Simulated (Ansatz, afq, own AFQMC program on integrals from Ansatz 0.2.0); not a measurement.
## ZrN, doublet in def2-SVP, levels against CCSDT(Q)

```yaml
atoms:
  - { symbol: Zr, position_ang: [0.0000, 0.0000, 0.0000] }
  - { symbol: N, position_ang: [0.0000, 0.0000, 1.3240] }
```

Basis def2-SVP with its core potentials. Only valence electrons are correlated. Integrals, coupled cluster, full CI and functionals: Ansatz 0.2.0; the random walks run on the same integrals in our own AFQMC program. ph-AFQMC/CISD is guided by a CISD state made of CCSD amplitudes; releasing the constraint for a short imaginary time cuts its bias at the price of noise, slowly where states lie close. ± is one standard error of the sampling. No spin–orbit coupling. The metal's outer-core s and p shells are frozen, which shifts wave-function levels against functionals.

Determinant: UHF, the one that the program's search chose, which needn't be the lowest solution. The geometry is a point of a scan.

No full CI on the walks' own integrals is used here; CCSDT(Q) serves as the reference and is uncertain by about the last step of the cluster series.

Cautions: no spin-orbit coupling; outer-core shells of the metal frozen; higher spins were not checked.

The T1 diagnostic is 0.0208. The weight of the determinant in the CISD state is 0.914 and the ⟨S²⟩ of the determinant is 0.752. The size of the correlated space is 9 electrons in 40 orbitals.

Reference: CCSDT(Q), correlation energy -6.263 eV. The released energy is read at 2.40 1/Eh (meV from the phaseless value at times in 1/Eh: 4 ± 13 at 0.24, -6 ± 10 at 0.51, 2 ± 10 at 0.99, -3 ± 12 at 1.62, -6 ± 17 at 2.40).

| level | E − E(reference) (kcal/mol) | share of correlation (%) |
| --- | --- | --- |
| HF | 144.43 | 0.00 |
| MP2 | 3.96 | 97.26 |
| CCSD | 5.45 | 96.23 |
| CCSD(T) | 0.48 | 99.67 |
| CCSDT | 0.45 | 99.69 |
| ph-AFQMC/CISD | 0.16 ± 0.29 | 99.89 |
| released AFQMC | 0.02 ± 0.40 | 99.99 |

A walk keeps the symmetry of its determinant, which the program's search chose and which needn't be the lowest solution, so a lower state of the same spin and another symmetry isn't excluded. Released energies are given only where the last usable release times agree within the noise; a slower fall can still hide under it.
